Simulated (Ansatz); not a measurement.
The input, for Ansatz 0.2.0:

```yaml
crystal:
  periodic: [false, false, false]
  atoms:
    - {symbol: Hf, position_ang: [0.000000, -0.000179, 0.421687]}
    - {symbol: Si, position_ang: [0.000000, -0.000820, -2.372815]}
    - {symbol: H, position_ang: [1.224151, -0.689841, -2.882975]}
    - {symbol: H, position_ang: [-0.000057, 1.434267, -2.791360]}
    - {symbol: H, position_ang: [-1.224097, -0.689938, -2.882975]}
basis:
  gaussian: {orbitals: def2-SVP}
total_charge: 1
magnetization: {spin_polarized: false, initial_magnetization: 4}
correlation: {active_space: {ras: {orbitals: [3, 4, 49], electrons: 10, max_holes: 2, max_particles: 2}, fixed_orbitals: true}}
scf: {lower_state_search: off}
output: {forces: true}
```

```sh
$ ansatz run in.yaml --threads 1 --pin off --events-out ev --progress --plain --max-ram 2393MiB
```

Log:

```
these checks for a lower state are left out or cut short: starts, cluster_reference, orbital_swaps, neighbouring_geometries, increment
647 factors; integrals over basis functions are off by at most 9.7e-4 eV
mean field evaluation 1: about -9183.8701 eV, gradient 1.9e1 eV
mean field evaluation 2: about -9183.8756 eV, gradient 1.9e1 eV
mean field evaluation 4: about -9188.4096 eV, gradient 3.4e0 eV
mean field evaluation 8: about -9188.5721 eV, gradient 4.0e-1 eV
mean field evaluation 16: about -9188.6925 eV, gradient 8.5e-4 eV
mean field -9188.69249671 eV, -337.6782209345 hartree, gradient 2.0e-6 eV, S^2 6.000000; 0 other end points of the search recorded, 0 dependent functions left out
reference -9188.69249671 eV, -337.6782209345 hartree; 16, 12 occupied and 49, 53 virtual orbitals, 647 factors
state -9192.38684185 eV, -337.8139856144 hartree
the calculation of the forces begins
Total energy: -9192.38684185 eV, -337.8139856144 hartree
Atom 0 at     0.000000    -0.000179     0.421687 Å, force     0.000000     0.000106     0.758087 eV/Å
Atom 1 at     0.000000    -0.000820    -2.372815 Å, force    -0.000001     0.023671    -2.209945 eV/Å
Atom 2 at     1.224151    -0.689841    -2.882975 Å, force    -0.078576     0.039226     0.489834 eV/Å
Atom 3 at    -0.000057     1.434267    -2.791360 Å, force     0.000004    -0.102235     0.472191 eV/Å
Atom 4 at    -1.224097    -0.689938    -2.882975 Å, force     0.078573     0.039232     0.489834 eV/Å
Dipole moment:     0.000000    -0.002578    -0.004692 e Å
Checks for a lower state left out: starts, cluster_reference, orbital_swaps, neighbouring_geometries, increment
```

Forces (eV/Å):
```
Hf   0.000  0.000  0.758
Si   0.000  0.024 -2.210
H   -0.079  0.039  0.490
H    0.000 -0.102  0.472
H    0.079  0.039  0.490
```

Ran on 1 thread of Intel Xeon, shared host: 45 s wall, 0.48 GiB peak host memory.
